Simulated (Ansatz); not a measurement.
## Property card for TiAl

These are results of DFT PBEsol, scalar-relativistic, plane waves, PAW in Ansatz 0.2.0, not measurements.

Cutoff 420 eV; k points 14×14×10 on the computed 2-atom cell (Γ-centred); Gaussian smearing, width 0.10 eV; no spin polarisation.

The structure is relaxed at this level of theory with its symmetry kept. Whether it is the stable form of this composition wasn't checked.

```
Ti Al
1.0
     2.79516    0.00000    0.00000
     0.00000    2.79516    0.00000
     0.00000    0.00000    4.03874
Ti Al
1 1
Direct
  0.00000 0.00000 0.00000
  0.50000 0.50000 0.50000
```

Formation energy from the elements' standard states (uncorrected)?

-0.410 eV/atom.

Density of states at the Fermi level?

1.73 states/eV per cell.

Löwdin character within 0.5 eV of the Fermi level?

Ti 3d 80 %, Al 3p 13 %.

Bulk modulus?

121 GPa.

Its pressure derivative?

3.9.

Bader charges (e)?

Ti (1 in the cell) 0.62, Al (1 in the cell) -0.62.